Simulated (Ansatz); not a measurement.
## Relative stability

Two relaxed structures of BSiH₃F, doublet (PBE0-D4/def2-TZVP; forces vanish, vibrations not checked).

A:

```xyz
6
angstrom
F -1.0937 -1.4729 -0.9318
B -0.2540 -1.0048 -0.0159
Si 0.2376 0.8969 0.0265
H 0.1959 -1.7772 0.7850
H -0.2578 1.9329 -0.9102
H 1.1720 1.4251 1.0465
```

B:

F1  (-1.231, -1.574, -1.076)
B2  (0.228, 0.924, 0.007)
Si3  (-0.236, -0.914, -0.020)
H4  (0.207, -2.011, 0.871)
H5  (-0.215, 1.697, -0.784)
H6  (0.990, 1.251, 0.867)
(Å)

Computed with Ansatz 0.2.0 (basis: def2-TZVPP); correlated methods freeze the cores; orbitals are unrestricted. B3LYP uses VWN-RPA correlation.

Task: Which structure is lower at CCSD(T), and by how much? (An estimate is asked for; the value comes from the calculation.)

Result: By the calculation: B, by 1.4 kJ/mol (electronic energy, against the other); a gap this small isn't resolved in one triple-zeta basis. By their contacts, A is BSiH₃F ([F][BH][SiH2]) and B is BSiH₃F ([BH2][SiH][F]).

Task: Do the other methods give the same order? (Judge from chemistry; the calculation decides.)

Result: The calculation gives: Not all: HF gives the other order.

```json
{"method": "PBE-D4", "E(B) − E(A) (kJ/mol)": "-2.2"}
{"method": "r2SCAN-D4", "E(B) − E(A) (kJ/mol)": "-5.0"}
{"method": "PBE0-D4", "E(B) − E(A) (kJ/mol)": "-2.0"}
{"method": "B3LYP-D4", "E(B) − E(A) (kJ/mol)": "-4.6"}
{"method": "wB97M-V", "E(B) − E(A) (kJ/mol)": "-7.2"}
{"method": "HF", "E(B) − E(A) (kJ/mol)": "2.4"}
{"method": "MP2", "E(B) − E(A) (kJ/mol)": "-4.5"}
{"method": "CCSD", "E(B) − E(A) (kJ/mol)": "-1.7"}
{"method": "CCSD(T)", "E(B) − E(A) (kJ/mol)": "-1.4"}
```

The T1 diagnostic stays at or below 0.017. ⟨S²⟩ of the unrestricted Hartree–Fock references: 0.76 to 0.77 (a pure state has 0.75).

Labels in which every atom is bracketed show which atoms are joined, not bond orders.

For scale, one of the runs: CCSD(T)/def2-TZVPP, 146 basis functions, launched by `ansatz run in.yaml --threads 2 --pin off --events-out ev --progress --plain --max-ram 4352MiB`. Time: 45 s of wall clock on 2 CPU threads of an Arm Neoverse V2; the host was shared. Peak host memory: 2 GiB.
